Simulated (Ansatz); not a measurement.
OSi, SMILES `[O+]#[Si-]`. The species carries charge 0 and has multiplicity 1.

```xyz
2

O     0.646   -0.035    0.388
Si   -0.646    0.035   -0.388
```

(1) What are the harmonic wavenumbers in cm⁻¹ at PBE0-D4/def2-TZVP (Ansatz, finite differences of forces, unscaled)? (An estimate is asked.)

(2) Is this a minimum?

(3) Give the ideal-gas thermochemistry at 298.15 K and 1 bar (rigid rotor, harmonic oscillator; point group C∞v, symmetry number 1).

(4) Rotational constants (cm⁻¹)?

Results:

(1) The calculation gave: 1275.

(2) Yes, all 1 modes are real.

(3) Zero-point energy 7.6 kJ/mol; H(298) − E = 16.3 kJ/mol; entropy 211.5 J/(mol·K), of which translation 156.1, rotation 55.3, vibration 0.1; G(298) − E = -46.7 kJ/mol.

(4) 0.7266.
